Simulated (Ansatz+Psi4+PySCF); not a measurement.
triplet O2: levels of theory in one basis

```xyz
2

O     0.0000    0.0000    0.6230
O     0.0000    0.0000   -1.8689
```

Basis set: cc-pVTZ (spherical functions). Correlated methods keep 2 orbitals frozen. Correlation on ROHF uses semicanonical orbitals with singles. Charge 0, multiplicity 3.

Computed with Ansatz (development build ahead of 0.2.0); each method stands on the lowest determinant of its kind that the runs found.

```
     method  E − E(ROHF) (eV)  <S²> of the determinant
       ROHF              0.00                     2.00
        UHF             -2.51                     3.00
   ROHF-MP2             -8.63                        –
    UHF-MP2            -10.30                     3.00
   UHF-CCSD            -11.50                     3.00
UHF-CCSD(T)            -11.86                     3.00
```

Task: Is a single determinant a sound starting point here?

Result: It is doubtful. Unrestricted orbitals lower Hartree–Fock by 2.51 eV and <S²> is 3.00 where a pure state has 2.00, a sign of strong static correlation.

Caution: the determinant breaks the point group. Caution for ROHF, ROHF-MP2: an unrestricted determinant lies well below. Caution for UHF, UHF-MP2, UHF-CCSD, UHF-CCSD(T): the unrestricted determinant is a mixture of spin states. Caution for ROHF-MP2: bonds are stretched, where a single reference can fail. Caution for ROHF-MP2, UHF-MP2, UHF-CCSD(T): another reference gives a lower total. Caution for UHF-MP2, UHF-CCSD, UHF-CCSD(T): large amplitudes, a single reference is doubtful. Caution for UHF-CCSD, UHF-CCSD(T): the program doubts this total.
